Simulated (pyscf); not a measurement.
A first-order saddle from PySCF, ωB97X-D3(BJ)/def2-SVP:

```xyz
18

Si    -0.0760    -0.1770     0.8231
Si     1.5315     0.0719     2.4707
Si    -1.7765    -1.6226     1.4398
Si    -0.8567     1.8428     0.0019
H      2.6996     0.8286     1.9263
H      1.0149     0.8175     3.6609
H      2.0041    -1.2686     2.9307
H     -2.6482    -1.9101     0.2604
H     -1.2021    -2.9102     1.9334
H     -2.6401    -1.0522     2.5208
H     -1.7775     1.5916    -1.1469
H      0.2946     2.6640    -0.4783
H     -1.5966     2.6267     1.0371
F      0.7954     0.4501    -2.9456
C      1.2716    -0.7070    -2.5132
F      0.7715    -0.7751    -0.8560
H      2.3618    -0.7250    -2.4196
H      0.7612    -1.5773    -2.9372
```
Charge 0, spin multiplicity 2.

Surface: doublet, charge 0. Lowest wavenumbers (cm⁻¹): 1097i, 14, 25, 38, 66.

Question: Which two sides does it connect, and which bonds change?

Answer: `[SiH3][Si]([SiH3])[SiH3]` [doublet] + `[F][CH2][F]` <-> `[F][Si]([SiH3])([SiH3])[SiH3]` + `[CH2][F]` [doublet], an atom transfer read from left to right: C–F broken and F–Si formed. At ωB97M-D3(BJ)/def2-TZVP it lies +123.2 kJ/mol from the left side and +187.3 kJ/mol from the right (each side as separated species at their lowest minima found). One saddle was located; it need not be the lowest between these sides. The angle at the transferred F is 158°.
